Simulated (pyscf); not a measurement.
## Four-centre exchange: O=V(OH)(OH)–OH + H₂S → O=V(OH)(OH)–SH + H₂O

Gas phase, singlet surface, charge 0. Bonds broken: V1–O2, S9–H10. Bonds formed: V1–S9, O2–H10. Structures and frequencies: ωB97X-D3(BJ)/def2-SVP in PySCF.

Transition state (Å):

```xyz
11

V     -1.0151    -0.2196    -0.5819
O      0.1154     0.9192     0.5150
O     -0.9712    -1.7040    -0.1999
O      0.1171    -0.0404    -1.9155
O     -2.5606     0.1745    -1.3032
H      1.0764     0.9339     0.4220
H      0.5357    -0.8326    -2.2764
H     -3.3502    -0.3140    -1.0355
S     -2.1428     0.3253     1.7637
H     -0.6792     0.7991     1.4935
H     -2.6733     1.5020     1.3763
```

One imaginary mode, 1067i cm⁻¹; descent along it reached the two sides named, in the forms told below.

```tsv
bond	change	reactant side (Å)	saddle	product side
V1–O2	breaks	1.773	1.944	2.167
S9–H10	breaks	1.349	1.562	2.6
V1–S9	forms	3.9	2.7	2.350
O2–H10	forms	2.368	1.266	0.968
```

Electronic energies relative to the separated reactants (kcal/mol):

```
level                   barrier  reaction energy  reverse barrier
----------------------  -------  ---------------  ---------------
ωB97X-D3(BJ)/def2-TZVP     14.9             +2.0             12.9
PBE/def2-TZVP              13.2             +3.7              9.5
r²SCAN/def2-TZVP           13.2             +4.4              8.9
B3LYP-D3(BJ)/def2-TZVP     16.0             +4.0             12.0
PBE0-D3(BJ)/def2-TZVP      13.8             +2.9             10.9
M06-2X/def2-TZVP           15.9             +4.1             11.8
ωB97M-D3(BJ)/def2-TZVP     18.2             +4.8             13.4
HF/def2-TZVP               36.7             +8.3             28.4
```

With ωB97M-D3(BJ)/def2-TZVP energies and thermal terms (ideal gas, 1 atm, RRHO with modes under 100 cm⁻¹ raised to 100, one conformer, R ln 2 for chiral ones without a mode under 150 cm⁻¹), in kcal/mol:

```tsv
T (K)	ΔH‡	ΔG‡	ΔH	ΔG
298	17.6	28.2	+6.5	+5.8
600	18.0	38.8	+6.6	+5.1
900	18.7	49.1	+6.5	+4.3
1200	19.4	59.2	+6.4	+3.6
```

On the product side the descent ends in an adduct with a O–V contact, 0.9 kcal/mol under the separated species and 13.8 kcal/mol under the saddle at ωB97X-D3(BJ)/def2-TZVP. What is counted as broken (O–V) persists as a longer contact in the product adduct; parting that adduct is a step of its own. This is the saddle that the search found; another between the same sides may lie lower.
